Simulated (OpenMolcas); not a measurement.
# CH4OSi (SMILES CO[SiH]) at 6 levels

Wanted: a comparison of 6 runs (HF/3-21G, PBE0/aug-cc-pVDZ, TPSS/aug-cc-pVDZ, r2SCAN/aug-cc-pVDZ, revPBE/aug-cc-pVDZ, MP2/aug-cc-pVDZ) of CH4OSi. 

The results are computed with OpenMolcas 26.06.

1 further run of the same task is left out (set aside as unsound or not needed).

### Step 1. The molecule

CH4OSi has 7 atoms, charge 0, and is taken as a singlet. As SMILES, `CO[SiH]`. The C1–H5 distance was set to 1.643 Å, away from the relaxed value. At this shape a bond of the SMILES string is far longer than usual.

Bond lengths: C1–O2 1.410 Å, O2–Si3 1.639 Å, C1–H4 1.092 Å, C1–H6 1.092 Å, Si3–H7 1.552 Å. Angles: C1–O2–Si3 130.6°, O2–C1–H4 109.2°, O2–C1–H6 109.2°, O2–Si3–H7 97.1°, H4–C1–H6 108.5°. A long bond or contact: C1–H5 1.643 Å.

### Step 2. A single-point energy at HF/3-21G (run 1)

mol.input

```
* CH4OSi Hartree-Fock

&GATEWAY
  BasLib = $CurrDir
  Coord
  7
  angstrom
  C       -0.990525       0.454498      -0.073386
  O       -0.921325      -0.477502       0.982714
  Si       0.318775      -1.418302       1.495014
  H       -1.774525       0.149798      -0.770386
  H        0.443800       0.547500      -0.868700
  H       -1.247425       1.436498       0.330514
  H        1.363575      -0.946602       0.449214
  Basis = 3-21G
  Group = NoSym

&SEWARD

&SCF
  Thresholds = 1e-10 1e-07 1e-07 1e-05
  PrOrbitals = 0
```

The basis set 3-21G is read from a file made from the Basis Set Exchange's data (not shown).

On the command line:

```sh
$ export MOLCAS_MEM=1860
$ pymolcas mol.input > mol.log
```

Output:

```text
--- Start Module: gateway ---
[...]
--- Stop Module: gateway /rc=_RC_ALL_IS_WELL_ ---
--- Start Module: seward ---
[...]
      Basis functions           39
--- Stop Module: seward /rc=_RC_ALL_IS_WELL_ ---
[...]
--- Start Module: scf ---
[...]
       Convergence after  12 Iterations
[...]
::    Total SCF energy                               -401.7280007948
[...]
      Total spin, S                                     0.0000000000
[...]
      Total electronic charge=   32.000000
      Total            charge=   -0.000000
[...]
      Dipole Moment (debye):
      Origin of the operator (angstrom)=   -0.3155   -0.6777    0.9299
                   X= -1.2327E-01               Y=  1.0694E+00               Z= -1.1881E+00           Total=  1.6033E+00
      Quadrupole Moment (debye*angstrom):
[...]
--- Stop Module: scf /rc=_RC_ALL_IS_WELL_ ---
[...]
```

It took 3.3 s on 1 thread of Intel Xeon Platinum 8259CL at 2.50GHz (Skylake/Cascade Lake), shared host; peak memory 0.37 GiB.

### Step 3. A single-point energy at PBE0/aug-cc-pVDZ (run 2)

test.inp

```
>>> EXPORT MOLCAS_PRINT=2

&GATEWAY
  BASLIB=$CurrDir
  COORD
  7
  angstrom
  C       -0.990525       0.454498      -0.073386
  O       -0.921325      -0.477502       0.982714
  Si       0.318775      -1.418302       1.495014
  H       -1.774525       0.149798      -0.770386
  H        0.443800       0.547500      -0.868700
  H       -1.247425       1.436498       0.330514
  H        1.363575      -0.946602       0.449214
  BASIS=aug-cc-pVDZ
  GROUP=NoSym

&SEWARD
  GRIDINPUT
  Grid=UltraFine
  End of Grid

&SCF
  KSDFT=PBE0
  THRESHOLDS=1e-10 1e-07 1e-07 1e-05
  PRORBITALS=0
```

The basis set aug-cc-pVDZ is read from a file made from the Basis Set Exchange's data (not shown).

On the command line:

```sh
$ export MOLCAS_MEM=1860
$ pymolcas test.inp > test.log
```

Output:

```text
--- Start Module: gateway ---
[...]
--- Stop Module: gateway /rc=_RC_ALL_IS_WELL_ ---
--- Start Module: seward ---
[...]
      Basis functions          109
--- Stop Module: seward /rc=_RC_ALL_IS_WELL_ ---
[...]
--- Start Module: scf ---
[...]
       Convergence after  14 Iterations
[...]
::    Total KS-DFT energy                            -404.8828265818
[...]
      Total spin, S                                     0.0000000000
[...]
      Total electronic charge=   32.000000
      Total            charge=   -0.000000
[...]
      Dipole Moment (debye):
      Origin of the operator (angstrom)=   -0.3155   -0.6777    0.9299
                   X= -3.1416E-01               Y=  8.4328E-01               Z= -8.3359E-01           Total=  1.2267E+00
      Quadrupole Moment (debye*angstrom):
[...]
--- Stop Module: scf /rc=_RC_ALL_IS_WELL_ ---
[...]
```

Wall time 62 s (1 thread of Intel Xeon Platinum 8259CL at 2.50GHz (Skylake/Cascade Lake), shared host); peak memory 0.64 GiB.

Runs 3 to 4 aren't shown in full; the table further down has their settings and results.

### Step 4. A single-point energy at revPBE/aug-cc-pVDZ (run 5)

calc.inp

```
&GATEWAY
  BasLib
  $CurrDir
  Coord
  7
  angstrom
  C       -0.990525       0.454498      -0.073386
  O       -0.921325      -0.477502       0.982714
  Si       0.318775      -1.418302       1.495014
  H       -1.774525       0.149798      -0.770386
  H        0.443800       0.547500      -0.868700
  H       -1.247425       1.436498       0.330514
  H        1.363575      -0.946602       0.449214
  Basis
  aug-cc-pVDZ
  Group
  NoSym

&SEWARD
  GridInput
  Grid=UltraFine
  End of Grid

&SCF
  KSDFT
  revPBE
  Thresholds
  1e-10 1e-07 1e-07 1e-05
  PrOrbitals
  1 1
```

The basis set aug-cc-pVDZ is read from a file made from the Basis Set Exchange's data (not shown).

On the command line:

```sh
$ export MOLCAS_MEM=1860
$ pymolcas calc.inp > calc.log
```

Output:

```text
--- Start Module: gateway ---
[...]
--- Stop Module: gateway /rc=_RC_ALL_IS_WELL_ ---
--- Start Module: seward ---
[...]
      Basis functions          109
--- Stop Module: seward /rc=_RC_ALL_IS_WELL_ ---
[...]
--- Start Module: scf ---
[...]
       Convergence after  17 Iterations
[...]
::    Total KS-DFT energy                            -405.0489039798
[...]
      Total spin, S                                     0.0000000000
[...]
      Total electronic charge=   32.000000
      Total            charge=   -0.000000
[...]
      Dipole Moment (debye):
      Origin of the operator (angstrom)=   -0.3155   -0.6777    0.9299
                   X= -4.4085E-01               Y=  8.2730E-01               Z= -7.5473E-01           Total=  1.2035E+00
      Quadrupole Moment (debye*angstrom):
[...]
--- Stop Module: scf /rc=_RC_ALL_IS_WELL_ ---
[...]
```

Run time: 74 s. Hardware: 1 thread of Intel Xeon Platinum 8259CL at 2.50GHz (Skylake/Cascade Lake), shared host; peak memory 0.64 GiB.

### Step 5. The energy at MP2/aug-cc-pVDZ (run 6)

calc.inp

```
&GATEWAY
 BasLib = $CurrDir
 BasisSet
 C.aug-cc-pVDZ....
 C1 -0.990525 0.454498 -0.073386 angstrom
 End of Basis
 BasisSet
 O.aug-cc-pVDZ....
 O2 -0.921325 -0.477502 0.982714 angstrom
 End of Basis
 BasisSet
 Si.aug-cc-pVDZ....
 Si3 0.318775 -1.418302 1.495014 angstrom
 End of Basis
 BasisSet
 H.aug-cc-pVDZ....
 H4 -1.774525 0.149798 -0.770386 angstrom
 H5 0.443800 0.547500 -0.868700 angstrom
 H6 -1.247425 1.436498 0.330514 angstrom
 H7 1.363575 -0.946602 0.449214 angstrom
 End of Basis

&SEWARD

&SCF
 Thresholds = 1e-10 1e-07 1e-07 1e-05
 PrOrbitals = 1 2

&MBPT2
 Frozen = 7
```

The basis set aug-cc-pVDZ is read from a file made from the Basis Set Exchange's data (not shown).

On the command line:

```sh
$ export MOLCAS_MEM=1860
$ pymolcas calc.inp > calc.log
```

Output:

```text
--- Start Module: gateway ---
[...]
--- Stop Module: gateway /rc=_RC_ALL_IS_WELL_ ---
[...]
      Basis functions          109
[...]
--- Start Module: scf ---
[...]
       Convergence after  13 Iterations
[...]
::    Total SCF energy                               -403.8951741682
[...]
      Total spin, S                                     0.0000000000
[...]
      Total electronic charge=   32.000000
      Total            charge=   -0.000000
[...]
      Dipole Moment (debye):
      Origin of the operator (angstrom)=   -0.3155   -0.6777    0.9299
                   X= -2.8616E-01               Y=  8.8815E-01               Z= -8.9868E-01           Total=  1.2955E+00
      Quadrupole Moment (debye*angstrom):
[...]
--- Stop Module: scf /rc=_RC_ALL_IS_WELL_ ---
[...]
--- Start Module: mbpt2 ---
[...]
WARNING!
Default frozen orbitals as non valence orbitals is overwritten by user input.
Default values:   4
[...]
       Reference weight ( Cref**2 )         =        0.85723
::    Total MBPT2 energy                             -404.3435145944
[...]
      Total MBPT2 calculations                           0.73      0.82
--- Stop Module: mbpt2 /rc=_RC_ALL_IS_WELL_ ---
[...]
```

Wall time 20 s (1 thread of Intel Xeon Platinum 8259CL at 2.50GHz (Skylake/Cascade Lake), shared host); peak memory 0.64 GiB.

### Step 6. The series

```csv
run,level,integration grid,frozen core orbitals,energy (Eh),dipole moment (D) of the reference,HOMO energy (eV),LUMO energy (eV),wall time
1,HF/3-21G,–,–,-401.728001,1.60,-8.90,1.28,3.3 s
2,PBE0/aug-cc-pVDZ,UltraFine,–,-404.882827,1.23,-6.62,-2.15,62 s
3,TPSS/aug-cc-pVDZ,UltraFine,–,-405.184535,1.28,-5.71,-2.89,1.7 min
4,r2SCAN/aug-cc-pVDZ,UltraFine,–,-405.044366,1.28,-5.77,-2.85,98 s
5,revPBE/aug-cc-pVDZ,UltraFine,–,-405.048904,1.20,-5.56,-2.94,74 s
6,MP2/aug-cc-pVDZ,–,7,-404.343515,1.30,-9.03,0.60,20 s
```

### Step 7. Summary of results

```
                                          quantity          value
                               run 6: total energy  -404.34351 Eh
         run 6: dipole moment (mean-field density)         1.30 D
        run 6: HOMO energy (Hartree–Fock orbitals)       -9.03 eV
        run 6: LUMO energy (Hartree–Fock orbitals)        0.60 eV
      run 6: HOMO–LUMO gap (Hartree–Fock orbitals)        9.63 eV
run 6: correlation energy (7 core orbitals frozen)     -448.3 mEh
```

What this shows: Over runs 1, 2, 3, 4, 5 the dipole moment (its size) runs from 1.20 D (revPBE/aug-cc-pVDZ) to 1.60 D (HF/3-21G). The two ends differ in method and basis. Over runs 1, 2, 3, 4, 5 the HOMO–LUMO gap runs from 2.62 eV (revPBE/aug-cc-pVDZ) to 10.18 eV (HF/3-21G). Totals of different functionals can't be ranked against each other. All runs together took 6 min, the longest 1.7 min.
